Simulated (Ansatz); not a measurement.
Process, species as SMILES: C(=C)F → C=[C]F + H atom
B3LYP-D3(BJ)/def2-TZVP geometries, fixed; electronic energies without zero-point terms.

How fast the bond dissociation energy converges with the basis for several methods (Ansatz, a quantum-chemistry and plane-wave program): deviation from each method's own reference, in kcal/mol. References: CCSD(T) 119.77 kcal/mol, Hartree-Fock in cc-pVQZ plus the correlation part extrapolated as X^-3 from cc-pVTZ and cc-pVQZ; HF 92.53 kcal/mol, the value in aug-pcseg-3; MP2 125.31 kcal/mol, Hartree-Fock in aug-cc-pVQZ plus the correlation part extrapolated as X^-3 from aug-cc-pVTZ and aug-cc-pVQZ; PBE 113.73 kcal/mol, the value in aug-pcseg-3; PBE0 114.72 kcal/mol, the value in aug-pcseg-3; wB97M-V 119.45 kcal/mol, the value in aug-pcseg-3. All functions are spherical. In correlated methods cores are frozen. An unrestricted Hartree-Fock determinant is markedly spin-contaminated. Open shells are unrestricted. No added dispersion term, no relativity. Functionals ending in -V hold VV10 correlation. 

| basis | functions | CCSD(T) | HF | MP2 | PBE | PBE0 | wB97M-V |
|---|---|---|---|---|---|---|---|
| pcseg-0 | 33 | -12.30 | 0.02 | -13.77 | -0.43 | 0.13 | 0.12 |
| def2-SV(P) | 48 | -12.09 | -2.38 | -13.07 | -2.65 | -2.44 | -1.78 |
| 6-311+G** | 84 | -4.31 | -0.05 | -5.37 | 0.22 | 0.23 | -0.03 |
| aug-pcseg-1 | 96 | -3.31 | 1.04 | -4.55 | -0.06 | 0.30 | -0.17 |
| 6-311++G(2d,2p) | 111 | -2.72 | 0.29 | -3.61 | 0.40 | 0.44 | 0.40 |
| jun-cc-pV(T+d)Z | 159 | -1.44 | -0.07 | -2.26 | 0.12 | 0.06 | 0.12 |
| aug-cc-pVTZ | 207 | -1.20 | -0.06 | -1.95 | 0.00 | -0.01 | -0.01 |
| aug-pcseg-2 | 207 | -1.04 | 0.12 | -1.96 | 0.06 | 0.08 | 0.07 |
| cc-pVQZ | 255 | -0.70 | -0.19 | -1.13 | 0.00 | -0.06 | 0.00 |
| def2-QZVPP | 261 | -0.67 | -0.17 | -1.06 | -0.02 | -0.06 | -0.04 |
| pcseg-3 | 279 | -0.47 | 0.00 | -0.92 | 0.00 | 0.00 | 0.00 |
| def2-QZVPPD | 291 | -0.63 | -0.16 | -1.01 | -0.02 | -0.05 | -0.04 |

Mean absolute deviation over 6-311+G**, 6-311++G(2d,2p), jun-cc-pV(T+d)Z, aug-cc-pVTZ, aug-pcseg-2: HF 0.12, wB97M-V 0.13, PBE 0.16, PBE0 0.16, CCSD(T) 2.14, MP2 3.03 kcal/mol.
